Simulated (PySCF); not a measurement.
**CH3BO (Borane carbonyl): levels of theory compared**

We compute a comparison of 6 runs (B3LYP/6-31G*, BHLYP/def2-TZVP, PBE0/def2-TZVP, SVWN5/def2-TZVP, TPSS/def2-TZVP, wB97M-V/def2-TZVP) of CH3BO (Borane carbonyl). The job is set up through a Python script.

The calculation is run with PySCF 2.14.0.

3 further runs of the same task are left out: 3 set aside as unsound or not needed.

**1. The molecule**

The species is CH3BO (6 atoms), meant as a singlet with charge 0. SMILES: `[BH3-]C#[O+]`. The coordinates come from a PBE0-D4/def2-TZVP relaxation.

Bond lengths: B1–C2 1.512 Å, C2–O3 1.127 Å, B1–H4 1.209 Å, B1–H5 1.209 Å, B1–H6 1.209 Å. Angles: B1–C2–O3 179.9°, C2–B1–H4 104.6°, C2–B1–H5 104.5°, C2–B1–H6 104.5°, H4–B1–H5 113.9°, H4–B1–H6 113.9°, H5–B1–H6 113.9°.

**2. The energy at B3LYP/6-31G(d) (spherical functions) (run 1)**

calc.py

```python
from pyscf import gto, dft

mol = gto.M(
    atom=[
    ('B', (-0.275160, 0.419730, -0.199910)),
    ('C', (0.494180, -0.755680, 0.359250)),
    ('O', (1.068320, -1.631140, 0.776320)),
    ('H', (-1.437140, 0.121710, -0.050320)),
    ('H', (0.069540, 0.485120, -1.356800)),
    ('H', (0.080260, 1.360240, 0.471460)),
],
    charge=0,
    max_memory=1860,
    basis='6-31g*',
    verbose=3,
)

mf = dft.RKS(mol, xc='b3lyp')
mf.conv_tol = 1e-10
mf.grids.level = 5
mf.kernel()
if not mf.converged:
    mf = mf.newton().run(mf.mo_coeff, mf.mo_occ)

e_final = mf.e_tot
print('Final energy', e_final)
```

Run with:

```console
OMP_NUM_THREADS=1 python calc.py
```

Log:

```text
converged SCF energy = -139.967890013715
Final energy -139.96789001371468
```

Wall time 5.4 s (1 thread of Arm Neoverse V2, shared host); peak memory 0.27 GiB.

**3. The energy at BHLYP/def2-TZVP (run 2)**

run.py

```python
# Borane carbonyl
from pyscf import gto, dft

mol = gto.M(
    atom='''
B     -0.519977     0.793175    -0.377775
C      0.933865    -1.428028     0.678884
O      2.018832    -3.082408     1.467032
H     -2.715801     0.229999    -0.095091
H      0.131412     0.916744    -2.563980
H      0.151669     2.570481     0.890930
''',
    max_memory=1860,
    verbose=4,
    unit='bohr',
    basis='def2-tzvp',
)

mf = dft.RKS(mol)
mf.xc = 'bhandhlyp'
mf.conv_tol = 1e-10
mf.grids.level = 5
mf.kernel()
if not mf.converged:
    mf = mf.newton().run(mf.mo_coeff, mf.mo_occ)

energy = mf.e_tot
print('E = %.10f Eh' % energy)
```

Run with:

```console
OMP_NUM_THREADS=1 python run.py
```

Log:

```text
PySCF version 2.14.0

[... 74 lines left out ...]
converged SCF energy = -139.942858836801
E = -139.9428588368 Eh
```

Run time: 14 s. Hardware: 1 thread of Arm Neoverse V2, shared host; peak memory 0.57 GiB.

Runs 3 to 5 aren't shown in full; the table further down has their settings and results.

**4. The energy at wB97M-V/def2-TZVP (run 6)**

job.py

```python
from pyscf import gto, dft

molecule = gto.Mole()
molecule.atom = '''
B       -0.275160       0.419730      -0.199910
C        0.494180      -0.755680       0.359250
O        1.068320      -1.631140       0.776320
H       -1.437140       0.121710      -0.050320
H        0.069540       0.485120      -1.356800
H        0.080260       1.360240       0.471460
'''
molecule.charge = 0
molecule.max_memory = 1860
molecule.verbose = 3
molecule.basis = 'def2-tzvp'
molecule.build()

mf = dft.RKS(molecule, xc='wb97m-v')
mf.nlcgrids.level = 1
mf.conv_tol = 1e-10
mf.grids.level = 5
mf.kernel()
if not mf.converged:
    mf = mf.newton().run(mf.mo_coeff, mf.mo_occ)

e_final = mf.e_tot
print('E(%s) = %.9f' % ('WB97M-V', e_final))
```

Run with:

```console
OMP_NUM_THREADS=1 python job.py
```

Log:

```text
converged SCF energy = -139.965723469018
E(WB97M-V) = -139.965723469
```

Run time: 59 s. Hardware: 1 thread of Arm Neoverse V2, shared host; peak memory 0.63 GiB.

**5. Overview of the runs**

```
run                               level  nlc grid  energy (Eh)  dipole moment (D)  HOMO energy (eV)  LUMO energy (eV)  wall time
  1  B3LYP/6-31G* (spherical functions)         –  -139.967890               1.54             -9.18             -1.41      5.4 s
  2                     BHLYP/def2-TZVP         –  -139.942859               1.49            -10.85             -0.22       14 s
  3                      PBE0/def2-TZVP         –  -139.853858               1.37             -9.59             -1.36       14 s
  4                     SVWN5/def2-TZVP         –  -138.830590               1.09             -8.37             -2.59      9.6 s
  5                      TPSS/def2-TZVP         –  -140.054551               1.37             -8.45             -2.30       32 s
  6                   wB97M-V/def2-TZVP         1  -139.965723               1.58            -11.83              0.90       59 s
```

**6. What came out**

```
            quantity          value
 run 6: total energy  -139.96572 Eh
run 6: dipole moment         1.58 D
  run 6: HOMO energy      -11.83 eV
  run 6: LUMO energy        0.90 eV
run 6: HOMO–LUMO gap       12.73 eV
```

In words: The dipole moment (its size) runs from 1.09 D (SVWN5/def2-TZVP) to 1.58 D (wB97M-V/def2-TZVP). The HOMO–LUMO gap runs from 5.78 eV (SVWN5/def2-TZVP) to 12.73 eV (wB97M-V/def2-TZVP). Totals of different functionals can't be ranked against each other. All runs together took 2.2 min, the longest 59 s.
